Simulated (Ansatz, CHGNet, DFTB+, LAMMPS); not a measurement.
# bcc Cs, cohesive energy

Reference value: 0.81 eV/atom (measured, static lattice: zero-point vibration energy added; as tabulated in Mejia-Rodriguez and Trickey (2018), arXiv:1807.09216).

Problem. What do Lennard-Jones uff-vdw, GFN1-xTB as cut by DFTB+, CHGNet 0.3.0, LDA, PBE, PBEsol, revPBE, RPBE, PBE-D3(BJ), r²SCAN-D4, r²SCAN+rVV10, B3LYP (VWN-RPA form) give, and how far is each from the reference?

Solution. 
```json
[
 {"level (code)": "Lennard-Jones uff-vdw (LAMMPS)", "value (eV/atom)": "0.02", "cell (Å³/atom)": "61.47", "error (eV/atom)": "-0.79"},
 {"level (code)": "GFN1-xTB as cut by DFTB+", "value (eV/atom)": "4.12", "cell (Å³/atom)": "116.78", "error (eV/atom)": "+3.31"},
 {"level (code)": "CHGNet 0.3.0", "value (eV/atom)": "0.03", "cell (Å³/atom)": "108.87", "error (eV/atom)": "-0.78"},
 {"level (code)": "LDA (Ansatz)", "value (eV/atom)": "0.87", "cell (Å³/atom)": "95.85", "error (eV/atom)": "+0.06"},
 {"level (code)": "PBE (Ansatz)", "value (eV/atom)": "0.71", "cell (Å³/atom)": "116.96", "error (eV/atom)": "-0.10"},
 {"level (code)": "PBEsol (Ansatz)", "value (eV/atom)": "0.78", "cell (Å³/atom)": "108.64", "error (eV/atom)": "-0.03"},
 {"level (code)": "revPBE (Ansatz)", "value (eV/atom)": "0.61", "cell (Å³/atom)": "129.23", "error (eV/atom)": "-0.20"},
 {"level (code)": "RPBE (Ansatz)", "value (eV/atom)": "0.64", "cell (Å³/atom)": "131.68", "error (eV/atom)": "-0.17"},
 {"level (code)": "PBE-D3(BJ) (Ansatz)", "value (eV/atom)": "0.80", "cell (Å³/atom)": "110.16", "error (eV/atom)": "-0.01"},
 {"level (code)": "r²SCAN-D4 (Ansatz)", "value (eV/atom)": "0.70", "cell (Å³/atom)": "122.00", "error (eV/atom)": "-0.11"},
 {"level (code)": "r²SCAN+rVV10 (Ansatz)", "value (eV/atom)": "0.78", "cell (Å³/atom)": "117.38", "error (eV/atom)": "-0.03"},
 {"level (code)": "B3LYP (VWN-RPA form) (Ansatz)", "value (eV/atom)": "0.41", "cell (Å³/atom)": "125.70", "error (eV/atom)": "-0.40"}
]
```

Leaving aside Lennard-Jones uff-vdw (doubt noted below), GFN1-xTB as cut by DFTB+ (doubt noted below), CHGNet 0.3.0 (doubt noted below): Once the reference is moved by up to 0.03 eV/atom (a margin picked here for doubts on the reference and the settings) and values within 0.03 eV/atom count as equal, the nearest can be PBE-D3(BJ) (-0.01 eV/atom), PBEsol (-0.03 eV/atom), r²SCAN+rVV10 (-0.03 eV/atom) or LDA (+0.06 eV/atom). Farthest off among them: B3LYP (VWN-RPA form) (-0.40 eV/atom). Within 0.3 eV/atom: LDA, PBE, PBEsol, revPBE, RPBE, PBE-D3(BJ), r²SCAN-D4, r²SCAN+rVV10.

Free atoms are spin-polarised, in the lowest state found; at levels without +SOC their spin–orbit coupling is left out.  Density-functional levels without +SOC have no spin–orbit coupling, which shifts binding energies of heavy elements. Lennard-Jones uff-vdw: this is a force field's van der Waals term alone, without bonds or charges. Lennard-Jones uff-vdw: pair potentials favour close packing, so symmetry can be all that holds this lattice. GFN1-xTB as cut by DFTB+: the free atoms are run in the same model without spin. GFN1-xTB as cut by DFTB+: the method was fitted mainly to molecules. GFN1-xTB as cut by DFTB+: codes differ in how they cut the long-range tail of xTB's charge interaction in a crystal, so the value belongs to this code. CHGNet 0.3.0: free atoms can lie outside what these potentials were trained on. revPBE, RPBE: the cell is over a tenth larger than the published one (another phase or state, or a fault of the published cell, is possible). Each level is taken at its own relaxed cell. Cutoffs and k meshes differ between the levels. Ansatz's density-functional and Hartree–Fock values are scalar-relativistic unless marked +SOC, with PAW data made under PBE.

Machine-learned potentials (CHGNet 0.3.0) are trained on DFT data: a solid inside that data is no test of them.

Differences are worked out from the printed values.

Ansatz is a first-principles code.
